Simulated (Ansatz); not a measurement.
## A cut through the energy surface

C₂HNa (SMILES C#[C][Na]), closed shell, at its PBE0-D4/def2-TZVP minimum:

```xyz
4
angstrom
C -0.0686 0.8695 -0.1314
C 0.0439 -0.3352 0.0404
Na 0.2474 -2.5166 0.3516
H -0.1673 1.9218 -0.2810
```

The bond length C1–C2 (1.222 Å at the minimum) is set to the values below, with the rest relaxed at PBE0-D4/def2-TZVP at each step. Each method's energies count from its own value at the PBE0-D4 minimum structure. Program: Ansatz 0.2.0. Basis: def2-TZVPP. Cores are frozen in the correlated methods. The outer core shell of Li, Na, Mg and K is correlated. The def2 sets are not built for correlating such inner shells, so the correlated values are less sure here. B3LYP uses VWN-RPA correlation.

CCSD(T) energies along the scan:
```csv
bond length (Å),CCSD(T) (eV)
1.100,1.064
1.124,0.683
1.160,0.287
1.202,0.046
1.249,-0.001
1.299,0.146
1.352,0.464
1.408,0.926
1.466,1.494
```
They count from the CCSD(T) energy at the PBE0-D4 minimum.

Minimum and curvature along this coordinate at CCSD(T): A fifth-order fit through the nearest points gives 1.236 Å, with a curvature of about 88 eV/Å².

Largest difference from the CCSD(T) curve over the scan: r2SCAN-D4 0.225; PBE0-D4 0.332; B3LYP-D4 0.306 eV. Each curve counts from its own value at the minimum.

The T1 diagnostic stays at or below 0.019. The restricted Hartree–Fock reference is unstable towards an unrestricted one at one or more of these structures.

For scale, one of the runs: CCSD(T)/def2-TZVPP, 108 basis functions (an equivalent command: `ansatz run in.yaml --threads 2`). Hardware: 2 CPU threads, shared host. Wall time about 7 s.
